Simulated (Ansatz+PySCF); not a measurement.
# singlet C2H2: levels of theory in one basis

```yaml
atoms:
  - { symbol: C, position_ang: [0.0000, 0.0000, -0.4398] }
  - { symbol: C, position_ang: [0.0000, 0.0000, 0.7562] }
  - { symbol: H, position_ang: [0.0000, -0.8723, -0.9492] }
  - { symbol: H, position_ang: [0.0000, 0.8723, -0.9492] }
```

Basis set: def2-SVP (spherical functions). Left uncorrelated: 2 orbitals. Charge 0, multiplicity 1.

Computed with Ansatz (development build ahead of 0.2.0); each method stands on the lowest determinant of its kind that the runs found. NEVPT2 correlates all electrons. Active spaces start from the frontier orbitals, and the lowest solution found is given.

| method | E − E(RHF) (eV) | <S²> of the determinant |
| --- | --- | --- |
| RHF | 0.00 | 0.00 |
| UHF | -0.01 | 0.12 |
| RHF-MP2 | -6.12 | – |
| UHF-MP2 | -6.04 | 0.12 |
| RHF-CCSD | -6.90 | – |
| UHF-CCSD | -6.90 | 0.12 |
| RHF-CCSD(T) | -7.13 | – |
| UHF-CCSD(T) | -7.13 | 0.12 |
| SC-NEVPT2(4,4) | -6.12 | – |

**Question.** What does CASSCF(4,4) give on the same scale?

**Answer.** -1.19 eV.

**Question.** Is a single determinant a sound starting point here?

**Answer.** Only with care. Unrestricted orbitals gain 0.01 eV and <S²> is 0.12 against 0.00 for a pure state, so spin symmetry breaks but gains little energy; restricted orbitals can still serve. The CASSCF(4,4) natural occupations are 1.99, 1.95, 0.05, 0.01.

Caution for UHF, UHF-MP2, UHF-CCSD, UHF-CCSD(T): the unrestricted determinant is spin contaminated; the determinant breaks the point group. Caution for UHF-MP2: another reference gives a lower total. Caution for SC-NEVPT2(4,4): other starts end on other solutions of this active space.
